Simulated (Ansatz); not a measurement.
# [CF3]+ (SMILES F[C+](F)F): wB97X/def2-SVPD

Aim: the vertical ionisation energy of [CF3]+ at wB97X/def2-SVPD, from 2 runs. 

The calculation is run with Ansatz 0.2.0.

2 further runs of the same task are left out: 2 set aside as unsound or not needed.

## (1) The molecule

[CF3]+: 4 atoms, total charge +1, spin state singlet. SMILES: `F[C+](F)F`. Geometry: relaxed at PBE0-D4/def2-TZVP.

Bond lengths: F1–C2 1.230 Å, C2–F3 1.230 Å, C2–F4 1.230 Å. Angles: F1–C2–F3 120.0°, F1–C2–F4 120.0°, F3–C2–F4 120.0°.

## (2) A single-point energy at wB97X/def2-SVPD

Input file in.yaml:

```yaml
crystal:
  periodic: [false, false, false]
  atoms:
    - symbol: F
      position_ang: [0.698600, -0.114600, 1.005400]
    - symbol: C
      position_ang: [0.000000, 0.000000, -0.000000]
    - symbol: F
      position_ang: [-0.609500, -0.973400, -0.439400]
    - symbol: F
      position_ang: [-0.089000, 1.088000, -0.566000]
basis:
  gaussian:
    orbitals: def2-SVPD
total_charge: 1
hamiltonian:
  xc: {name: wB97X}
output:
  orbitals: {seedname: orbitals}
accuracy: high
```

Started as:

```bash
$ ansatz run in.yaml --threads 1 --pin off --max-ram 3480MiB --events-out events.jsonl --progress --plain --runs-dir runs
```

Standard output:

```text
Warning: RAYON_NUM_THREADS=1 ignored (pool sized by the plan → 1); use --threads N
Functional definition: wB97X
  name "wB97X"
  parameter omega = 0.3/bohr
  parameter cx = 0.157706
  parameter cx1 = 0.726479
  parameter cx2 = 1.04760
  parameter cx3 = -5.70635
  parameter cx4 = 13.2794
  parameter css1 = -4.33879
  parameter css2 = 18.2308
  parameter css3 = -31.7430
  parameter css4 = 17.2901
  parameter cos1 = 2.37031
  parameter cos2 = -11.3995
  parameter cos3 = 6.58405
  parameter cos4 = -3.78132
  exchange = spin_sum(e_x_unif_sr(omega)*poly(b97_u_x, 1 - cx, cx1, cx2, cx3, cx4)) + cx*exact_x_sr(omega)
      + exact_x_lr(omega)
  correlation = spin_sum(e_c_pw_same_spin*poly(b97_u_same, 1, css1, css2, css3, css4))
      + integral(e_c_pw_opposite_spin*poly(b97_u_opposite, 1, cos1, cos2, cos3, cos4))
1754 factors; integrals over basis functions are off by at most 2.5e-9 eV
338 factors; integrals over basis functions are off by at most 1.2e-9 eV
mean field evaluation 1: about -9161.9361 eV, gradient 6.5e1 eV
mean field evaluation 2: about -9161.0109 eV, gradient 7.3e1 eV
mean field evaluation 4: about -9167.9993 eV, gradient 5.7e-1 eV
mean field evaluation 8: about -9167.9993 eV, gradient 2.0e-2 eV
mean field evaluation 16: about -9167.9993 eV, gradient 6.3e-7 eV
mean field -9167.99929609 eV, -336.9177598383 hartree, gradient 1.6e-8 eV, S^2 0.000000; 0 other end points of the search recorded, 0 dependent functions left out
reference -9167.99929296 eV, -336.9177597231 hartree; 16, 16 occupied and 73, 73 virtual orbitals, 1754 factors
Total energy: -9167.99929296 eV, -336.9177597231 hartree
```

Run time: 14 s. Hardware: 1 thread of Arm Neoverse V1, shared host; peak memory 0.37 GiB.

## (3) Doublet [CF3]2+ at the same level

Input file input.yaml:

```yaml
crystal:
  periodic: [false, false, false]
  atoms:
    - symbol: F
      position_ang: [0.698600, -0.114600, 1.005400]
    - symbol: C
      position_ang: [0.000000, 0.000000, -0.000000]
    - symbol: F
      position_ang: [-0.609500, -0.973400, -0.439400]
    - symbol: F
      position_ang: [-0.089000, 1.088000, -0.566000]
basis:
  gaussian:
    orbitals: def2-SVPD
accuracy: high
output: {orbitals: {seedname: orbitals}}
hamiltonian:
  xc: {name: wB97X}
magnetization:
  spin_polarized: true
  initial_magnetization: 1
total_charge: 2
```

Started as:

```bash
$ ansatz run input.yaml --threads 1 --pin off --max-ram 3480MiB --events-out events.jsonl --progress --plain --runs-dir runs
```

Standard output, cut to the lines that bear on the results:

```text
Warning: RAYON_NUM_THREADS=1 ignored (pool sized by the plan → 1); use --threads N
Functional definition: wB97X
  name "wB97X"
[...]
      + exact_x_lr(omega)
[...]
      + integral(e_c_pw_opposite_spin*poly(b97_u_opposite, 1, cos1, cos2, cos3, cos4))
1754 factors; integrals over basis functions are off by at most 2.5e-9 eV
338 factors; integrals over basis functions are off by at most 1.2e-9 eV
[...]
mean field -9142.50415412 eV, -335.9808306520 hartree, gradient 5.3e-8 eV, S^2 0.755968; 2 other end points of the search recorded, 0 dependent functions left out
reference -9142.50415073 eV, -335.9808305273 hartree; 16, 15 occupied and 73, 74 virtual orbitals, 1754 factors
Total energy: -9142.50415073 eV, -335.9808305273 hartree
```

It took 32 s on 1 thread of Arm Neoverse V1, shared host; peak memory 0.58 GiB.

## (4) Summary of results

Level: wB97X/def2-SVPD.

```
                                            quantity          value
                        singlet [CF3]+: total energy  -336.91776 Eh
                         singlet [CF3]+: HOMO energy      -24.46 eV
                         singlet [CF3]+: LUMO energy       -8.01 eV
                       singlet [CF3]+: HOMO–LUMO gap       16.45 eV
                       doublet [CF3]2+: total energy  -335.98083 Eh
 doublet [CF3]2+: HOMO energy (highest over α and β)      -34.57 eV
  doublet [CF3]2+: LUMO energy (lowest over α and β)      -26.55 eV
                               doublet [CF3]2+: ⟨S²⟩          0.756
vertical ionisation energy (to the doublet dication)      25.495 eV
```

What this shows: Removing an electron at fixed nuclei costs 25.50 eV (588 kcal/mol). The negative HOMO energy of the first species, 24.46 eV, lies 1.03 eV below that difference.
